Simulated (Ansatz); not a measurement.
Cartesian coordinates (Å):
SMILES: C=C
```xyz
6

C      0.6553    -0.0963    -0.0125
C     -0.6553     0.0963     0.0124
H      1.3441     0.7039    -0.2555
H      1.0935    -1.0620     0.2093
H     -1.3441    -0.7039     0.2556
H     -1.0935     1.0620    -0.2093
```
Charge 0, spin multiplicity 1.

Level of theory: frozen-core CCSD(T)/aug-cc-pVTZ // B3LYP-D3(BJ)/def2-TZVPD (Ansatz, a first-principles code).

- HF energy: -78.06488 Ha
- MP2 correlation energy: -0.33954 Ha

Q: Estimate the CCSD correlation energy, the (T) correction, the total energy and the T1 diagnostic.

A: 
- CCSD correlation energy: -0.36328 Ha
- (T) correction: -0.01541 Ha
- CCSD(T) total energy: -78.44357 Ha
- T1 diagnostic: 0.011
